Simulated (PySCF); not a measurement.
**The bond of HCl−, level by level**

One table from this session's results is given with a row withheld; the runs are named, their logs left out.

Program: PySCF 2.14.0. Level of theory: H def2-TZVPPD, Cl def2-TZVPPD, no relativity. These are calculated values, not measurements.

2 further runs of the same task are left out: 2 set aside as unsound or not needed.

Set-up of the first run:

The job is set up so:

```json
{
 "atoms": "H, Cl",
 "charge": "-1",
 "basis": "H def2-TZVPPD, Cl def2-TZVPPD",
 "Hamiltonian": "no relativity",
 "basis functions": "68",
 "electrons treated": "19",
 "masses in u": "1.0078, 34.9689",
 "levels": "PBE0, PBE, r²SCAN, B3LYP, TPSSh, BLYP, BP86, PBEsol, LC-ωPBE, HF, MP2, SCS-MP2, CCSD, CCSD(T)",
 "grid": "80 radial by 434 angular points",
 "occupations": "held fixed by the projection of orbital angular momentum",
 "dissociation limit": "H + Cl−, each in its ground configuration",
 "starting distance in angstrom": "1.390",
 "values of 2S to try": "1, 3"
}
```

Started as:

```console
$ OMP_NUM_THREADS=1 python dia.py task.json out
```

Steps of the session up to this table: Input; First curve: PBE0; PBE; r²SCAN (meta-GGA); B3LYP (global hybrid GGA); TPSSh (hybrid meta-GGA); BLYP (GGA); BP86; PBEsol (GGA); LC-ωPBE; UHF; Adding correlation.

One table of the session follows, with a row left open; its other results are not shown here.

Energy (eV) from each level's lowest point:

| R (Å) | UHF | UHF-MP2 | UHF-SCS-MP2 | UHF-CCSD | UHF-CCSD(T) |
| --- | --- | --- | --- | --- | --- |
| 1.778 | 0.383 | 0.119 | 0.117 | n/a | n/a |
| 1.861 | 0.300 | 0.078 | 0.075 | 0.054 | 0.049 |
| 1.944 | 0.232 | 0.047 | 0.044 | 0.026 | 0.022 |
| 2.006 | 0.188 | 0.030 | 0.028 | 0.012 | 0.010 |
| 2.068 | 0.151 | 0.018 | 0.016 | 0.004 | 0.003 |
| 2.130 | ? | ? | ? | ? | ? |
| 2.213 | 0.086 | 0.003 | 0.002 | 0.000 | 0.002 |
| 2.316 | 0.053 | 0.000 | 0.000 | 0.005 | 0.009 |
| 2.440 | 0.025 | 0.001 | 0.002 | 0.016 | 0.023 |
| 2.606 | 0.000 | 0.007 | 0.007 | n/a | n/a |

**Question.** Estimate the row for R (Å) = 2.130.

Worked estimate for «UHF». A straight line through the neighbours (2.068, 0.151) and (2.213, 0.086) gives 0.151 + (0.086 − 0.151) × (2.130 − 2.068) / (2.213 − 2.068) = 0.123; a parabola fitted to 4 rows on both sides gives 0.120.

**Answer.** UHF: 0.120; UHF-MP2: 0.009; UHF-SCS-MP2: 0.008; UHF-CCSD: 0.000; UHF-CCSD(T): 0.000. In «UHF» the line misses by +0.003 and the parabola by 0.000.
